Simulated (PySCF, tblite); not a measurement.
# C₆H₅F: bond homolysis

Wanted: bond homolysis for C₆H₅F (`Fc1ccccc1`).

Programs: tblite 0.8.0 and PySCF 2.14.0, with routines of our own; each step states its level. All values are computed. Atoms count from 0.

## (1) The starting structure

12 atoms, charge 0, multiplicity 1; geometry from: start built from the parent or by distance geometry.

## (2) Optimising the geometry with GFN2-xTB

What the job is given:

```
{"job": {"kind": "relax", "xc": "GFN2-xTB", "basis": "xTB"}, "charge": 0, "multiplicity": 1}
F      2.542700     1.025400     0.118200
C      1.258100     0.537900     0.039300
C      0.183000     1.331800     0.048800
C     -1.127600     0.848300    -0.037400
C     -1.312200    -0.543500    -0.052800
C     -0.209500    -1.374800    -0.056600
C      1.056300    -0.827200     0.003300
H      0.310900     2.421100     0.087300
H     -1.962500     1.498500    -0.029400
H     -2.316500    -0.978700    -0.108500
H     -0.362800    -2.463600    -0.092600
H      1.942500    -1.476400     0.028300
```

Command:

```console
$ OMP_NUM_THREADS=1 python redox_run.py task.json out
```

One launch serves the whole session: the jobs run in the order shown.

Log:

```text
step      E/eV     max force
  0    -547.04956    3.368
  1    -547.15167    1.516
  2    -547.19405    0.538
  3    -547.20885    0.399
  4    -547.22015    0.362
  5    -547.22357    0.139
  6    -547.22485    0.090
  7    -547.22586    0.110
  8    -547.22636    0.074
  9    -547.22653    0.030
 10    -547.22661    0.027
 11    -547.22669    0.033
 12    -547.22677    0.027
 13    -547.22681    0.012
 14    -547.22682    0.007
```

Wall time 0.05 s (1 thread of Arm Neoverse V2, shared host).

Step by step:

```tsv
step	energy from step 0 (eV)	largest force (eV/Å)
0	0.0000	3.3683
1	-0.1021	1.5163
2	-0.1445	0.5384
3	-0.1593	0.3993
4	-0.1706	0.3616
5	-0.1740	0.1390
6	-0.1753	0.0903
7	-0.1763	0.1097
8	-0.1768	0.0740
9	-0.1770	0.0300
10	-0.1771	0.0271
11	-0.1771	0.0333
12	-0.1772	0.0274
13	-0.1772	0.0121
14	-0.1773	0.0071
```

Close pairs (by a distance rule), those that changed most:

```tsv
bond	before (Å)	after (Å)	change (Å)
C1–C2	1.336	1.383	+0.046
F0–C1	1.376	1.351	-0.026
C3–H8	1.058	1.080	+0.021
C5–H10	1.100	1.080	-0.021
C6–H11	1.099	1.079	-0.020
C3–C4	1.404	1.385	-0.019
C2–H7	1.097	1.079	-0.019
C4–H9	1.096	1.079	-0.017
```

The final coordinates are the input of the step that follows.

## (3) Harmonic vibrations with GFN2-xTB

What the job is given:

```
{"job": {"kind": "ir", "xc": "GFN2-xTB", "basis": "xTB"}, "charge": 0, "multiplicity": 1}
F      2.484544     1.023255     0.112860
C      1.236918     0.509183     0.053690
C      0.157371     1.373114     0.041631
C     -1.117553     0.837886    -0.019024
C     -1.297505    -0.534647    -0.065721
C     -0.201813    -1.381890    -0.052439
C      1.080291    -0.863799     0.006637
H      0.322652     2.438172     0.080833
H     -1.972691     1.496645    -0.029780
H     -2.294993    -0.944585    -0.110598
H     -0.343537    -2.451436    -0.089013
H      1.948715    -1.503269     0.018870
```

Log:

```text
mode    cm-1     km/mol
  1     222.0      2.13
  2     374.9      6.04
  3     377.1      0.00
  4     470.0      0.02
  5     485.4      4.80
  6     588.1      0.17
  7     649.9      0.09
  8     761.8     55.01
  9     804.4     31.89
 10     872.0      0.00
 11     894.0      2.46
 12     925.1      0.01
 13     930.9      0.01
 14     990.6     11.88
 15    1070.7      0.01
 16    1105.1      0.92
 17    1169.5     18.75
 18    1180.2      0.04
 19    1225.4    105.13
 20    1267.8      1.11
 21    1323.3      0.03
 22    1441.3      1.66
 23    1469.8     62.68
 24    1597.9     35.19
 25    1599.6      5.30
 26    3085.7      0.07
 27    3090.2     22.63
 28    3100.1     47.70
 29    3110.1     31.90
 30    3111.5      0.64
ZPE 235.033  H(298)-E 251.621  G(298)-E 160.633 kJ/mol  S 305.17 J/(mol K)
```

Run time: 0.22 s. Hardware: 1 thread of Arm Neoverse V2, shared host.

Which atoms move in the most intense modes:

```tsv
cm⁻¹	km/mol	atoms
762	55.0	H9 22 %, H8 15 %, H10 15 %, C1 12 %
804	31.9	F0 26 %, C3 21 %, C5 21 %, C4 11 %
1225	105.1	C1 41 %, H10 14 %, H8 14 %, F0 11 %
1470	62.7	C1 18 %, C3 13 %, C5 13 %, C6 11 %
1598	35.2	C2 22 %, C5 21 %, C6 20 %, C3 20 %
3090	22.6	H10 43 %, H8 42 %
3100	47.7	H9 49 %, H8 15 %, H10 15 %
3110	31.9	H11 50 %, H7 35 %
```

## (4) Optimising the geometry at PBE0-D3(BJ)/def2-SVP

Settings changed since step 3:

```diff
@@ -1,2 +1,2 @@
-{"job": {"kind": "ir", "xc": "GFN2-xTB", "basis": "xTB"}, "charge": 0, "multiplicity": 1}
+{"job": {"xc": "PBE0", "basis": "def2-SVP", "d3": "d3bj", "grid": 1, "kind": "geom"}, "charge": 0, "multiplicity": 1}
 F      2.484544     1.023255     0.112860
```

Log:

```text
step   0  E = -330.88159087  max force = 0.018394
step   1  E = -330.88285186  max force = 0.002720
step   2  E = -330.88287618  max force = 0.000667
step   3  E = -330.88288537  max force = 0.001694
step   4  E = -330.88289790  max force = 0.000514
step   5  E = -330.88290486  max force = 0.000105
optimisation converged
```

Wall time 26 s (1 thread of Arm Neoverse V2, shared host).

Relaxation path:

```tsv
step	energy from step 0 (eV)	largest force component (eV/Å)
0	0.0000	0.9459
1	-0.0343	0.1399
2	-0.0350	0.0343
3	-0.0352	0.0871
4	-0.0356	0.0264
5	-0.0358	0.0054
```

Distances of close pairs at the start and the end, largest changes first:

```tsv
bond	before (Å)	after (Å)	change (Å)
F0–C1	1.351	1.332	-0.019
C3–H8	1.080	1.093	+0.013
C5–H10	1.080	1.093	+0.013
C2–H7	1.079	1.092	+0.013
C6–H11	1.079	1.092	+0.013
C4–H9	1.079	1.092	+0.013
C3–C4	1.385	1.395	+0.010
C4–C5	1.385	1.395	+0.010
```

The final coordinates are the input of the step that follows.

```tsv
at the end point	value
point group (found at 0.08 Å tolerance)	C2v
rotational constants (GHz, main isotopes)	5.681, 2.576, 1.772
dipole moment (D)	1.35
```

## (5) Single point (C₆H₅F): M06-2X/def2-TZVP

Geometry: PBE0-D3(BJ)/def2-SVP.

What the job is given:

```
{"job": {"kind": "sp", "xc": "M06-2X", "basis": "def2-TZVP", "grid": 3}, "charge": 0, "multiplicity": 1}
F      2.525211     0.907486    -0.013688
C      1.271717     0.456547    -0.009320
C      0.225195     1.370915     0.011033
C     -1.083356     0.891723     0.016359
C     -1.334112    -0.480308     0.001247
C     -0.267342    -1.378694    -0.019613
C      1.046737    -0.914903    -0.025161
H      0.449551     2.439071     0.022569
H     -1.914544     1.600597     0.032665
H     -2.361654    -0.849682     0.005860
H     -0.456818    -2.454608    -0.031637
H      1.899876    -1.595588    -0.041357
```

Log:

```text
coarse grid: 48744 points
cycle   1  E = -331.4294901810  dE =  1.484e+00  |g| = 4.783e-01  |ddm| = 5.092e+00
cycle   2  E = -331.4357862578  dE = -6.296e-03  |g| = 4.914e-01  |ddm| = 9.896e-01
cycle   3  E = -331.4757640809  dE = -3.998e-02  |g| = 6.353e-02  |ddm| = 4.854e-01
cycle   4  E = -331.4764275406  dE = -6.635e-04  |g| = 3.689e-02  |ddm| = 7.791e-02
cycle   5  E = -331.4767770374  dE = -3.495e-04  |g| = 5.965e-03  |ddm| = 3.680e-02
cycle   6  E = -331.4767838409  dE = -6.804e-06  |g| = 2.473e-03  |ddm| = 6.711e-03
final grid: 148016 points
cycle   7  E = -331.4780878384  dE = -8.016e-06  |g| = 2.967e-03  |ddm| = 2.710e-02
cycle   8  E = -331.4780868225  dE =  1.016e-06  |g| = 3.643e-03  |ddm| = 5.173e-03
cycle   9  E = -331.4780901998  dE = -3.377e-06  |g| = 3.308e-04  |ddm| = 3.116e-03
cycle  10  E = -331.4780902251  dE = -2.529e-08  |g| = 1.398e-04  |ddm| = 4.818e-04
cycle  11  E = -331.4780902302  dE = -5.123e-09  |g| = 4.670e-05  |ddm| = 1.540e-04
converged SCF energy = -331.4780902302
```

Wall time 22 s (1 thread of Arm Neoverse V2, shared host); peak memory 0.74 GiB.

## (6) Optimising the geometry with GFN2-xTB

This step treats C6H5 radical, labelled `[c]1ccccc1` (the label fixes atoms and charge, not where charge and spin sit).

What the job is given:

```
{"job": {"kind": "relax", "xc": "GFN2-xTB", "basis": "xTB"}, "charge": 0, "multiplicity": 2}
C      1.288000     0.450400    -0.014600
C      0.214500     1.379600    -0.012000
C     -1.065900     0.884100     0.019500
C     -1.336600    -0.465700    -0.019400
C     -0.270600    -1.382500    -0.008300
C      1.035700    -0.916600    -0.033900
H      0.450000     2.444900     0.011600
H     -1.903100     1.609600     0.037700
H     -2.352600    -0.856500     0.004600
H     -0.466200    -2.457300    -0.026300
H      1.893000    -1.599600    -0.048200
```

Log:

```text
step      E/eV     max force
  0    -415.39002    2.655
  1    -415.51287    0.889
  2    -415.53657    0.318
  3    -415.54591    0.235
  4    -415.54853    0.138
  5    -415.54929    0.065
  6    -415.54960    0.062
  7    -415.54992    0.053
  8    -415.55010    0.032
  9    -415.55016    0.020
 10    -415.55019    0.019
 11    -415.55021    0.014
 12    -415.55023    0.008
```

Wall time 0.04 s (1 thread of Arm Neoverse V2, shared host).

The steps of the relaxation:

```tsv
step	energy from step 0 (eV)	largest force (eV/Å)
0	0.0000	2.6550
1	-0.1229	0.8892
2	-0.1465	0.3184
3	-0.1559	0.2348
4	-0.1585	0.1384
5	-0.1593	0.0645
6	-0.1596	0.0618
7	-0.1599	0.0535
8	-0.1601	0.0323
9	-0.1601	0.0196
10	-0.1602	0.0188
11	-0.1602	0.0136
12	-0.1602	0.0083
```

Distances of close pairs at the start and the end, largest changes first:

```tsv
bond	before (Å)	after (Å)	change (Å)
C0–C1	1.420	1.363	-0.057
C2–H7	1.108	1.081	-0.027
C0–C5	1.390	1.363	-0.027
C3–C4	1.406	1.384	-0.022
C1–C2	1.373	1.394	+0.021
C5–H10	1.096	1.080	-0.016
C4–H9	1.093	1.081	-0.012
C1–H6	1.091	1.080	-0.012
```

The final coordinates are the input of the step that follows.

## (7) Vibrational analysis with GFN2-xTB

What the job is given:

```
{"job": {"kind": "ir", "xc": "GFN2-xTB", "basis": "xTB"}, "charge": 0, "multiplicity": 2}
C      1.234337     0.439548    -0.021244
C      0.235394     1.366980     0.000793
C     -1.075509     0.892919     0.012248
C     -1.314120    -0.470221    -0.001062
C     -0.266022    -1.373838    -0.020962
C      1.048917    -0.911015    -0.031377
H      0.434736     2.428049     0.009612
H     -1.897074     1.595077     0.031634
H     -2.332123    -0.833979     0.004488
H     -0.457799    -2.437425    -0.027510
H      1.875362    -1.605683    -0.045904
```

Log:

```text
mode    cm-1     km/mol
  1     329.1      0.00
  2     390.8      2.55
  3     549.9      0.38
  4     576.6      3.22
  5     612.7      0.86
  6     710.5     30.99
  7     832.1      0.00
  8     876.0      0.01
  9     903.0      0.01
 10     909.4      0.06
 11     916.6      2.12
 12    1063.0      1.59
 13    1085.2      2.70
 14    1093.2      1.27
 15    1164.4      0.31
 16    1168.5      0.98
 17    1236.9      0.07
 18    1285.2      1.16
 19    1418.7      1.14
 20    1427.5      0.00
 21    1526.9      3.18
 22    1610.3      3.21
 23    3058.1      1.03
 24    3063.1     19.71
 25    3071.5     47.41
 26    3076.0     73.69
 27    3080.9      6.52
ZPE 221.525  H(298)-E 236.113  G(298)-E 149.248 kJ/mol  S 291.35 J/(mol K)
```

Run time: 0.17 s. Hardware: 1 thread of Arm Neoverse V2, shared host.

Which atoms move in the most intense modes:

```tsv
cm⁻¹	km/mol	atoms
577	3.2	C0 35 %, C3 23 %
710	31.0	H8 18 %, H9 18 %, H7 18 %, H10 16 %
1527	3.2	C2 28 %, C4 28 %, C1 14 %, C5 14 %
1610	3.2	C0 35 %, C3 22 %, C1 12 %, C5 12 %
3063	19.7	H9 46 %, H7 32 %
3072	47.4	H8 35 %, H10 31 %, H6 22 %
3076	73.7	H6 44 %, H10 35 %
3081	6.5	H8 29 %, H6 18 %, H10 17 %, H9 15 %
```

## (8) Optimising the geometry at PBE0-D3(BJ)/def2-SVP

This step treats C6H5 radical, labelled `[c]1ccccc1` (the label fixes atoms and charge, not where charge and spin sit).

Settings changed since step 7:

```diff
@@ -1,2 +1,2 @@
-{"job": {"kind": "ir", "xc": "GFN2-xTB", "basis": "xTB"}, "charge": 0, "multiplicity": 2}
+{"job": {"xc": "PBE0", "basis": "def2-SVP", "d3": "d3bj", "grid": 1, "kind": "geom"}, "charge": 0, "multiplicity": 2}
 C      1.234337     0.439548    -0.021244
```

Log:

```text
step   0  E = -231.12467176  max force = 0.010057
step   1  E = -231.12604808  max force = 0.002108
step   2  E = -231.12605683  max force = 0.000215
optimisation converged
```

Wall time 15 s (1 thread of Arm Neoverse V2, shared host).

Step by step:

```tsv
step	energy from step 0 (eV)	largest force component (eV/Å)
0	0.0000	0.5172
1	-0.0375	0.1084
2	-0.0377	0.0111
```

Close pairs (by a distance rule), those that changed most:

```tsv
bond	before (Å)	after (Å)	change (Å)
C1–H6	1.080	1.093	+0.014
C5–H10	1.080	1.093	+0.014
C0–C5	1.363	1.376	+0.013
C0–C1	1.363	1.376	+0.013
C4–H9	1.081	1.093	+0.013
C2–H7	1.081	1.093	+0.013
C2–C3	1.384	1.396	+0.012
C3–C4	1.384	1.396	+0.012
```

The final coordinates are the input of the step that follows.

```tsv
at the end point	value
point group (found at 0.08 Å tolerance)	C2v
rotational constants (GHz, main isotopes)	6.288, 5.601, 2.962
dipole moment (D)	0.85
⟨S²⟩	0.761
```

## (9) Single point (C₆H₅ radical): M06-2X/def2-TZVP

Geometry: PBE0-D3(BJ)/def2-SVP.

What the job is given:

```
{"job": {"kind": "sp", "xc": "M06-2X", "basis": "def2-TZVP", "grid": 3}, "charge": 0, "multiplicity": 2}
C      1.239197     0.439659    -0.017506
C      0.238519     1.384477     0.001999
C     -1.077731     0.902431     0.010512
C     -1.322188    -0.471881    -0.000902
C     -0.264793    -1.382960    -0.020801
C      1.060069    -0.925076    -0.029579
H      0.445765     2.457952     0.010749
H     -1.913100     1.607748     0.026189
H     -2.351478    -0.838059     0.005988
H     -0.466846    -2.457516    -0.029605
H      1.898827    -1.626227    -0.045211
```

Log:

```text
coarse grid: 43440 points
cycle   1  E = -231.5080520347  dE =  1.234e+00  |g| = 1.903e-01  |ddm| = 1.851e+00
cycle   2  E = -231.5290393671  dE = -2.099e-02  |g| = 1.062e-01  |ddm| = 3.808e-01
cycle   3  E = -231.5352589789  dE = -6.220e-03  |g| = 4.505e-02  |ddm| = 1.142e-01
cycle   4  E = -231.5367282935  dE = -1.469e-03  |g| = 1.431e-02  |ddm| = 8.960e-02
cycle   5  E = -231.5369048820  dE = -1.766e-04  |g| = 1.036e-02  |ddm| = 2.861e-02
cycle   6  E = -231.5370182496  dE = -1.134e-04  |g| = 2.063e-03  |ddm| = 2.600e-02
cycle   7  E = -231.5370287921  dE = -1.054e-05  |g| = 1.121e-03  |ddm| = 8.665e-03
cycle   8  E = -231.5370315668  dE = -2.775e-06  |g| = 6.727e-04  |ddm| = 3.455e-03
final grid: 133752 points
cycle   9  E = -231.5382167973  dE = -7.641e-06  |g| = 6.683e-04  |ddm| = 1.669e-02
cycle  10  E = -231.5382173278  dE = -5.305e-07  |g| = 5.409e-04  |ddm| = 1.693e-03
cycle  11  E = -231.5382175628  dE = -2.350e-07  |g| = 2.667e-04  |ddm| = 6.974e-04
cycle  12  E = -231.5382177478  dE = -1.850e-07  |g| = 1.440e-04  |ddm| = 8.197e-04
cycle  13  E = -231.5382178061  dE = -5.835e-08  |g| = 8.768e-05  |ddm| = 4.424e-04
cycle  14  E = -231.5382178332  dE = -2.711e-08  |g| = 1.694e-05  |ddm| = 5.148e-04
cycle  15  E = -231.5382178336  dE = -3.249e-10  |g| = 7.769e-06  |ddm| = 4.953e-05
converged SCF energy = -231.5382178336
```

Run time: 43 s. Hardware: 1 thread of Arm Neoverse V2, shared host; peak memory 0.74 GiB.

## (10) Optimising the geometry with GFN2-xTB

This step treats C6H4F radical, labelled `Fc1[c]cccc1` (the label fixes atoms and charge, not where charge and spin sit).

What the job is given:

```
{"job": {"kind": "relax", "xc": "GFN2-xTB", "basis": "xTB"}, "charge": 0, "multiplicity": 2}
F      2.541500     0.901400    -0.019000
C      1.261000     0.465200    -0.032300
C      0.242600     1.363300     0.014200
C     -1.085800     0.906300    -0.004200
C     -1.337300    -0.484100     0.012600
C     -0.278300    -1.380400    -0.028400
C      1.047200    -0.909100    -0.036200
H     -1.903100     1.609600     0.037700
H     -2.352600    -0.856500     0.004600
H     -0.466200    -2.457300    -0.026300
H      1.893000    -1.599600    -0.048200
```

Log:

```text
step      E/eV     max force
  0    -530.47540    2.514
  1    -530.54746    0.970
  2    -530.57119    0.406
  3    -530.58366    0.179
  4    -530.58497    0.085
  5    -530.58549    0.089
  6    -530.58591    0.052
  7    -530.58613    0.033
  8    -530.58619    0.018
  9    -530.58622    0.014
 10    -530.58625    0.015
 11    -530.58627    0.013
 12    -530.58629    0.011
 13    -530.58629    0.008
```

Run time: 0.05 s. Hardware: 1 thread of Arm Neoverse V2, shared host.

The steps of the relaxation:

```tsv
step	energy from step 0 (eV)	largest force (eV/Å)
0	0.0000	2.5135
1	-0.0721	0.9695
2	-0.0958	0.4056
3	-0.1083	0.1792
4	-0.1096	0.0850
5	-0.1101	0.0891
6	-0.1105	0.0520
7	-0.1107	0.0330
8	-0.1108	0.0175
9	-0.1108	0.0136
10	-0.1108	0.0148
11	-0.1109	0.0133
12	-0.1109	0.0110
13	-0.1109	0.0083
```

Close pairs (by a distance rule), those that changed most:

```tsv
bond	before (Å)	after (Å)	change (Å)
C2–C3	1.405	1.360	-0.045
C5–C6	1.407	1.383	-0.024
C3–C4	1.413	1.395	-0.018
C5–H9	1.093	1.080	-0.013
C6–H10	1.092	1.079	-0.012
F0–C1	1.353	1.345	-0.008
C1–C2	1.359	1.365	+0.006
C4–C5	1.388	1.383	-0.005
```

The final coordinates are the input of the step that follows.

## (11) Vibrational analysis with GFN2-xTB

What the job is given:

```
{"job": {"kind": "ir", "xc": "GFN2-xTB", "basis": "xTB"}, "charge": 0, "multiplicity": 2}
F      2.549730     0.897078    -0.025916
C      1.277516     0.461610    -0.018665
C      0.210882     1.312824     0.003091
C     -1.083405     0.894386     0.012453
C     -1.330660    -0.478610     0.000250
C     -0.268708    -1.364957    -0.022342
C      1.036954    -0.910115    -0.032293
H     -1.902732     1.596423     0.031647
H     -2.348994    -0.836797     0.008068
H     -0.458152    -2.428168    -0.031347
H      1.879328    -1.584849    -0.050485
```

Log:

```text
mode    cm-1     km/mol
  1     206.8      0.78
  2     373.3      2.27
  3     380.5      1.49
  4     472.6      0.80
  5     476.1      1.41
  6     579.6      3.29
  7     606.7      2.51
  8     757.4     45.78
  9     793.0     33.29
 10     834.8      3.46
 11     888.8      0.83
 12     902.8      0.05
 13     960.6     34.69
 14    1064.9      1.73
 15    1121.3      3.08
 16    1157.7      0.10
 17    1197.6      5.58
 18    1223.5    121.79
 19    1286.3     11.64
 20    1410.0     11.32
 21    1436.3     67.24
 22    1522.8      6.01
 23    1616.2     25.89
 24    3076.7      0.79
 25    3081.2     10.48
 26    3088.6     28.12
 27    3094.8      9.04
ZPE 201.037  H(298)-E 217.676  G(298)-E 123.218 kJ/mol  S 316.81 J/(mol K)
```

Run time: 0.19 s. Hardware: 1 thread of Arm Neoverse V2, shared host.

The strongest bands and the atoms that carry them (share of the mass-weighted mode):

```tsv
cm⁻¹	km/mol	atoms
757	45.8	H8 32 %, H7 21 %, H9 18 %
793	33.3	F0 26 %, C5 26 %, C3 19 %, C4 12 %
961	34.7	C2 34 %, C6 31 %, C4 12 %
1224	121.8	C1 42 %, H9 16 %, F0 11 %
1286	11.6	C4 24 %, C6 21 %, C1 12 %, C2 12 %
1436	67.2	C5 28 %, C1 19 %, C2 13 %
1616	25.9	C2 34 %, C5 20 %, C1 14 %, C3 13 %
3089	28.1	H10 40 %, H8 32 %, H7 19 %
```

## (12) Optimising the geometry at PBE0-D3(BJ)/def2-SVP

This step treats C6H4F radical, labelled `Fc1[c]cccc1` (the label fixes atoms and charge, not where charge and spin sit).

Settings changed since step 11:

```diff
@@ -1,2 +1,2 @@
-{"job": {"kind": "ir", "xc": "GFN2-xTB", "basis": "xTB"}, "charge": 0, "multiplicity": 2}
+{"job": {"xc": "PBE0", "basis": "def2-SVP", "d3": "d3bj", "grid": 1, "kind": "geom"}, "charge": 0, "multiplicity": 2}
 F      2.549730     0.897078    -0.025916
```

Log:

```text
step   0  E = -330.19193711  max force = 0.024199
step   1  E = -330.19336459  max force = 0.004298
step   2  E = -330.19340547  max force = 0.000907
step   3  E = -330.19340867  max force = 0.000246
optimisation converged
```

Wall time 26 s (1 thread of Arm Neoverse V2, shared host).

Along the way:

```tsv
step	energy from step 0 (eV)	largest force component (eV/Å)
0	0.0000	1.2444
1	-0.0388	0.2210
2	-0.0400	0.0466
3	-0.0400	0.0126
```

Close pairs (by a distance rule), those that changed most:

```tsv
bond	before (Å)	after (Å)	change (Å)
F0–C1	1.345	1.328	-0.017
C3–H7	1.079	1.093	+0.014
C6–H10	1.079	1.093	+0.013
C2–C3	1.360	1.373	+0.013
C4–H8	1.080	1.092	+0.013
C5–C6	1.383	1.395	+0.013
C1–C2	1.365	1.377	+0.012
C5–H9	1.080	1.092	+0.012
```

The end geometry stands in the next job.

```tsv
at the end point	value
point group (found at 0.08 Å tolerance)	Cs
rotational constants (GHz, main isotopes)	6.090, 2.549, 1.797
dipole moment (D)	1.95
⟨S²⟩	0.761
```

## (13) Single point (C₆H₄F radical, Fc1[c]cccc1): M06-2X/def2-TZVP

Geometry: PBE0-D3(BJ)/def2-SVP.

What the job is given:

```
{"job": {"kind": "sp", "xc": "M06-2X", "basis": "def2-TZVP", "grid": 3}, "charge": 0, "multiplicity": 2}
F      2.542437     0.919466    -0.020580
C      1.295555     0.463228    -0.014123
C      0.211539     1.312538     0.007358
C     -1.099097     0.901955     0.013416
C     -1.338748    -0.480016    -0.003886
C     -0.265277    -1.370849    -0.025520
C      1.051823    -0.909795    -0.030826
H     -1.926006     1.617190     0.030768
H     -2.365474    -0.853063    -0.000181
H     -0.452842    -2.446612    -0.038758
H      1.902142    -1.595989    -0.047862
```

Log:

```text
coarse grid: 46272 points
cycle   1  E = -330.7301450013  dE =  1.523e+00  |g| = 3.392e-01  |ddm| = 2.316e+00
cycle   2  E = -330.7398620103  dE = -9.717e-03  |g| = 3.632e-01  |ddm| = 5.735e-01
cycle   3  E = -330.7843382022  dE = -4.448e-02  |g| = 5.198e-02  |ddm| = 2.693e-01
cycle   4  E = -330.7861005345  dE = -1.762e-03  |g| = 3.148e-02  |ddm| = 9.142e-02
cycle   5  E = -330.7867855125  dE = -6.850e-04  |g| = 1.107e-02  |ddm| = 3.802e-02
cycle   6  E = -330.7869373712  dE = -1.519e-04  |g| = 4.995e-03  |ddm| = 2.861e-02
cycle   7  E = -330.7869687655  dE = -3.139e-05  |g| = 2.303e-03  |ddm| = 1.178e-02
cycle   8  E = -330.7869764416  dE = -7.676e-06  |g| = 9.588e-04  |ddm| = 4.960e-03
final grid: 138208 points
cycle   9  E = -330.7882086219  dE = -1.035e-05  |g| = 1.025e-03  |ddm| = 1.956e-02
cycle  10  E = -330.7882095224  dE = -9.006e-07  |g| = 9.494e-04  |ddm| = 2.299e-03
cycle  11  E = -330.7882100849  dE = -5.625e-07  |g| = 3.553e-04  |ddm| = 8.667e-04
cycle  12  E = -330.7882104439  dE = -3.590e-07  |g| = 2.290e-04  |ddm| = 1.085e-03
cycle  13  E = -330.7882105882  dE = -1.443e-07  |g| = 1.167e-04  |ddm| = 7.233e-04
cycle  14  E = -330.7882106408  dE = -5.256e-08  |g| = 3.815e-05  |ddm| = 6.605e-04
cycle  15  E = -330.7882106424  dE = -1.644e-09  |g| = 1.332e-05  |ddm| = 9.780e-05
converged SCF energy = -330.7882106424
```

Run time: 51 s. Hardware: 1 thread of Arm Neoverse V2, shared host; peak memory 0.82 GiB.

(Part 1 of 2 ends here.)
